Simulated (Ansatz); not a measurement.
[H···H···H], doublet: transfer scan

Starting geometry:

```xyz
3

H     0.0000    0.0000   -0.8770
H     0.0000    0.0000   -0.1320
H     0.0000    0.0000    1.0090
```

From there H2 is moved from one fragment to the other while all else, the fragments' distance too, stays fixed; atoms are numbered as listed. Energies are in kJ/mol, counted from the starting geometry at the same level. Kohn–Sham curves are unrestricted where that lies lower.

Basis cc-pVQZ; Ansatz 0.2.0. Only valence electrons are correlated (noble-gas cores frozen).

Full CI is exact within this basis and frozen core; it isn't the basis-set limit.

| distance H1-H2 (Å) | r2SCAN |
| --- | --- |
| 0.693 | 10.2 |
| 0.745 | 0.0 |
| 0.802 | -3.7 |
| 0.858 | -3.8 |
| 0.915 | -3.0 |
| 0.971 | -3.0 |
| 1.028 | -3.8 |
| 1.084 | -3.7 |
| 1.141 | 0.0 |

Task: Estimate the full CI curve in cc-pVQZ from this one, knowing how r2SCAN errs.

Result: The computed full CI values, in kJ/mol from the starting point, and the error of r2SCAN against them:
```tsv
distance H1-H2 (Å)	full CI	r2SCAN less full CI
0.693	7.3	2.9
0.745	0.0	0.0
0.802	-1.0	-2.8
0.858	1.1	-4.8
0.915	2.9	-6.0
0.971	2.9	-6.0
1.028	1.1	-4.8
1.084	-1.0	-2.8
1.141	0.0	0.0
```

The error spans 8.8 kJ/mol and is largest, -6.0 kJ/mol, at 0.915 Å.
